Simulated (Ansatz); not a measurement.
# Nudged elastic band run: CH7BO

input.yaml

```yaml
crystal:
  periodic: [false, false, false]
  atoms:
    - { symbol: B, position_ang: [0.046602, -0.153453, 0.267195] }
    - { symbol: C, position_ang: [-0.07178, 0.203023, 1.82842] }
    - { symbol: H, position_ang: [-1.077651, 0.01892, 2.27104] }
    - { symbol: H, position_ang: [0.680753, -0.302662, 2.476605] }
    - { symbol: H, position_ang: [0.114078, 1.292316, 1.953735] }
    - { symbol: H, position_ang: [1.172337, -0.093429, -0.220758] }
    - { symbol: H, position_ang: [-0.847163, 0.275626, -0.45872] }
    - { symbol: O, position_ang: [-0.252011, -1.849764, 0.162831] }
    - { symbol: H, position_ang: [-1.13225, -1.988377, 0.569337] }
    - { symbol: H, position_ang: [0.376185, -2.2686, 0.787015] }
basis:
  gaussian: { orbitals: def2-SVP }
hamiltonian:
  xc: pbe
  dispersion: d4
neb:
  order_check: false
  images: 9
  f_tol: 0.05
  max_iterations: 60
  final_atoms:
    - { symbol: B, position_ang: [-0.00281617, -0.58427622, -0.78356855] }
    - { symbol: C, position_ang: [0.00750309, -0.02713372, 2.64855285] }
    - { symbol: H, position_ang: [-0.90070327, 0.19290061, 3.24029483] }
    - { symbol: H, position_ang: [0.88537196, -0.07233899, 3.31950899] }
    - { symbol: H, position_ang: [0.16124291, 0.77230232, 1.89914273] }
    - { symbol: H, position_ang: [1.13149083, -0.15788497, -0.88086335] }
    - { symbol: H, position_ang: [-0.98898887, 0.12950596, -0.88565113] }
    - { symbol: O, position_ang: [-0.12325418, -1.91841169, -0.56304226] }
    - { symbol: H, position_ang: [-1.0525278, -2.20306202, -0.49015257] }
    - { symbol: H, position_ang: [-0.10821849, -0.99800129, 2.13247845] }
  initial_path:
    images:
      - { positions_ang: [[0.046602, -0.153453, 0.267195], [-0.07178, 0.203023, 1.82842], [-1.077651, 0.01892, 2.27104], [0.680753, -0.302662, 2.476605], [0.114078, 1.292316, 1.953735], [1.172337, -0.093429, -0.220758], [-0.847163, 0.275626, -0.45872], [-0.252011, -1.849764, 0.162831], [-1.13225, -1.988377, 0.569337], [0.376185, -2.2686, 0.787015]] }
      - { positions_ang: [[0.04794193, -0.13744645, 0.20836646], [-0.05548618, 0.1740236, 1.84636162], [-1.06534265, -0.01702201, 2.27310259], [0.68868401, -0.37697263, 2.45228119], [0.15124428, 1.2506543, 2.00833572], [1.15679401, -0.11065868, -0.2951927], [-0.87001119, 0.21100499, -0.49656777], [-0.25819281, -1.80460444, 0.25243738], [-1.04681229, -2.0304, 0.43455815], [0.26028089, -2.02497868, 0.95301736]] }
      - { positions_ang: [[0.04928186, -0.12143991, 0.14953792], [-0.03919235, 0.1450242, 1.86430324], [-1.0530343, -0.05296402, 2.27516518], [0.69661502, -0.45128325, 2.42795737], [0.18841057, 1.2089926, 2.06293644], [1.14125103, -0.12788836, -0.36962741], [-0.89285938, 0.14638399, -0.53441554], [-0.26437463, -1.75944487, 0.34204376], [-0.96137458, -2.07242301, 0.29977931], [0.14437677, -1.78135736, 1.11901972]] }
      - { positions_ang: [[0.05062179, -0.10543336, 0.09070938], [-0.02289853, 0.11602479, 1.88224486], [-1.04072595, -0.08890603, 2.27722777], [0.70454603, -0.52559388, 2.40363356], [0.22557685, 1.1673309, 2.11753716], [1.12570804, -0.14511804, -0.44406211], [-0.91570757, 0.08176298, -0.57226331], [-0.27055644, -1.71428531, 0.43165015], [-0.87593687, -2.11444601, 0.16500046], [0.02847266, -1.53773604, 1.28502208]] }
      - { positions_ang: [[0.05196172, -0.08942681, 0.03188084], [-0.0066047, 0.08702539, 1.90018647], [-1.0284176, -0.12484804, 2.27929037], [0.71247704, -0.5999045, 2.37930974], [0.26274313, 1.12566921, 2.17213788], [1.11016505, -0.16234773, -0.51849682], [-0.93855576, 0.01714197, -0.61011108], [-0.27673826, -1.66912574, 0.52125653], [-0.79049917, -2.15646902, 0.03022162], [-0.08743146, -1.29411472, 1.45102444]] }
      - { positions_ang: [[0.05330165, -0.07342026, -0.0269477], [0.00968912, 0.05802599, 1.91812809], [-1.01610925, -0.16079005, 2.28135296], [0.72040805, -0.67421513, 2.35498593], [0.29990941, 1.08400751, 2.22673859], [1.09462207, -0.17957741, -0.59293152], [-0.96140396, -0.04747904, -0.64795885], [-0.28292007, -1.62396618, 0.61086291], [-0.70506146, -2.19849202, -0.10455723], [-0.20333557, -1.05049341, 1.6170268]] }
      - { positions_ang: [[0.04207808, -0.17559145, -0.17827187], [0.00925191, 0.04099405, 2.06421304], [-0.99302805, -0.09005192, 2.47314133], [0.75340084, -0.5538399, 2.54789054], [0.27217611, 1.02166647, 2.16121942], [1.10199582, -0.17523892, -0.65051788], [-0.96692094, -0.01208204, -0.6954973], [-0.25098689, -1.68285528, 0.37608188], [-0.77455472, -2.19940602, -0.18167629], [-0.18431215, -1.03999498, 1.72011713]] }
      - { positions_ang: [[0.03085452, -0.27776265, -0.32959604], [0.00881471, 0.02396211, 2.210298], [-0.96994686, -0.01931379, 2.66492971], [0.78639362, -0.43346467, 2.74079515], [0.24444281, 0.95932543, 2.09570025], [1.10936957, -0.17090043, -0.70810425], [-0.97243792, 0.02331496, -0.74303576], [-0.21905372, -1.74174438, 0.14130084], [-0.84404799, -2.20032002, -0.25879536], [-0.16528874, -1.02949656, 1.82320746]] }
      - { positions_ang: [[0.01963095, -0.37993384, -0.48092021], [0.0083775, 0.00693016, 2.35638295], [-0.94686566, 0.05142435, 2.85671808], [0.8193864, -0.31308945, 2.93369976], [0.21670951, 0.89698439, 2.03018107], [1.11674332, -0.16656194, -0.76569062], [-0.9779549, 0.05871196, -0.79057421], [-0.18712054, -1.80063348, -0.09348019], [-0.91354126, -2.20123402, -0.33591443], [-0.14626532, -1.01899813, 1.92629779]] }
      - { positions_ang: [[0.00840739, -0.48210503, -0.63224438], [0.00794029, -0.01010178, 2.5024679], [-0.92378447, 0.12216248, 3.04850646], [0.85237918, -0.19271422, 3.12660438], [0.18897621, 0.83464336, 1.9646619], [1.12411707, -0.16222345, -0.82327698], [-0.98347188, 0.09410896, -0.83811267], [-0.15518736, -1.85952258, -0.32826122], [-0.98303453, -2.20214802, -0.4130335], [-0.12724191, -1.00849971, 2.02938812]] }
      - { positions_ang: [[-0.00281617, -0.58427622, -0.78356855], [0.00750309, -0.02713372, 2.64855285], [-0.90070327, 0.19290061, 3.24029483], [0.88537196, -0.07233899, 3.31950899], [0.16124291, 0.77230232, 1.89914273], [1.13149083, -0.15788497, -0.88086335], [-0.98898887, 0.12950596, -0.88565113], [-0.12325418, -1.91841169, -0.56304226], [-1.0525278, -2.20306202, -0.49015257], [-0.10821849, -0.99800129, 2.13247845]] }
```

Run as:

```bash
$ ansatz run input.yaml --threads 1 --pin off --max-ram 2048MiB --backend cpu --events-out ev --progress --plain --runs-dir out
```

Output, in part (warnings, iteration lines, the closing report on the highest movable image, with atoms numbered from 0):

```
NEB end point (image 0): max|allowed force component| = 8.080e-3 eV/Å (the criterion of neb.relax_end_points is 1.000e-2)
NEB end point (image 10): max|allowed force component| = 1.815e-2 eV/Å (the criterion of neb.relax_end_points is 1.000e-2)
NEB iter   1: max|band force component| = 1.991e1 eV/Å  barrier→ = 3.5249 eV  barrier← = 4.4839 eV  Δτ_max = 0.2000 Å  (275 SCF iters)
NEB iter   2: max|band force component| = 3.478e0 eV/Å  barrier→ = 1.8026 eV  barrier← = 2.7615 eV  Δτ_max = 0.1990 Å  (287 SCF iters)
NEB iter   3: max|band force component| = 1.727e0 eV/Å  barrier→ = 1.3822 eV  barrier← = 2.3411 eV  Δτ_max = 0.2000 Å  (265 SCF iters)
NEB iter   4: max|band force component| = 1.903e0 eV/Å  barrier→ = 1.2029 eV  barrier← = 2.1619 eV  Δτ_max = 0.1032 Å  (249 SCF iters)
NEB iter   5: max|band force component| = 1.143e0 eV/Å  barrier→ = 0.9699 eV  barrier← = 1.9288 eV  Δτ_max = 0.1013 Å  (248 SCF iters)
NEB iter   6: max|band force component| = 5.571e-1 eV/Å  barrier→ = 0.8532 eV  barrier← = 1.8121 eV  Δτ_max = 0.1101 Å  (248 SCF iters)
NEB iter   7: max|band force component| = 7.786e-1 eV/Å  barrier→ = 0.8091 eV  barrier← = 1.7680 eV  CI = image 5  Δτ_max = 0.1465 Å  (251 SCF iters)
NEB iter   8: max|band force component| = 8.550e-1 eV/Å  barrier→ = 0.8724 eV  barrier← = 1.8313 eV  CI = image 5  Δτ_max = 0.0762 Å  (253 SCF iters)
NEB iter   9: max|band force component| = 3.085e-1 eV/Å  barrier→ = 0.8677 eV  barrier← = 1.8266 eV  CI = image 5  Δτ_max = 0.0530 Å  (251 SCF iters)
NEB iter  10: max|band force component| = 2.335e-1 eV/Å  barrier→ = 0.8692 eV  barrier← = 1.8282 eV  CI = image 5  Δτ_max = 0.1021 Å  (238 SCF iters)
NEB iter  11: max|band force component| = 3.937e-1 eV/Å  barrier→ = 0.8676 eV  barrier← = 1.8266 eV  CI = image 5  Δτ_max = 0.0514 Å  (257 SCF iters)
NEB iter  12: max|band force component| = 4.463e-2 eV/Å  barrier→ = 0.8669 eV  barrier← = 1.8259 eV  CI = image 5  Δτ_max = 0.0000 Å  (483 SCF iters)
Total energy: -3865.34562080 eV, -142.0488315390 hartree
Atom 0 at     0.076237    -0.359551     0.165242 Å, force    -0.024501    -0.007961    -0.048320 eV/Å
Atom 1 at    -0.016822    -0.008076     1.907885 Å, force    -0.022660     0.010982     0.052774 eV/Å
Atom 2 at    -0.961843    -0.101500     2.485530 Å, force     0.001730    -0.001612    -0.008957 eV/Å
Atom 3 at     0.844180    -0.294275     2.543639 Å, force     0.000312    -0.003438    -0.002122 eV/Å
Atom 4 at     0.086006     1.072877     1.683311 Å, force     0.008548    -0.003944    -0.006864 eV/Å
Atom 5 at     1.207283    -0.079719    -0.186274 Å, force     0.001928    -0.008201     0.009352 eV/Å
Atom 6 at    -0.867594     0.196997    -0.376954 Å, force     0.007720     0.004582     0.003599 eV/Å
Atom 7 at    -0.123559    -1.938111     0.223360 Å, force     0.010491     0.022502     0.012327 eV/Å
Atom 8 at    -1.027722    -2.134696    -0.083085 Å, force    -0.011776    -0.007447     0.003114 eV/Å
Atom 9 at    -0.207066    -1.220347     1.274046 Å, force     0.028208    -0.005463    -0.014903 eV/Å
Dipole moment:    -0.348699    -0.073924     0.303778 e Å
```

The forces met the threshold. A vibrational analysis at the climbing image gives one clearly imaginary mode, 1146i cm⁻¹: a first-order saddle point. The orbitals stay closed-shell, which can raise the energy where a bond breaks towards radicals; this wasn't checked here.

Final band (atoms are numbered from 1 in the order of the input):

```csv
image,path coordinate (Å),energy (eV),B1–C2 (Å),O8–H10 (Å),C2–H10 (Å)
0,0.00,0.00,1.61,0.98,2.72
1,0.44,0.01,1.61,0.98,2.59
2,0.87,0.03,1.60,0.98,2.49
3,1.31,0.07,1.61,0.98,2.19
4,1.74,0.38,1.65,1.02,1.77
5,2.18,0.87,1.78,1.28,1.38
6,2.69,0.02,2.14,1.73,1.14
7,3.21,-0.64,2.55,2.07,1.10
8,3.73,-0.87,2.88,2.36,1.10
9,4.24,-0.95,3.19,2.65,1.11
10,4.76,-0.96,3.48,2.85,1.11
```

Run time: 2.9 min on 1 thread of Arm Neoverse V2 (shared host), peak memory 0.13 GiB.
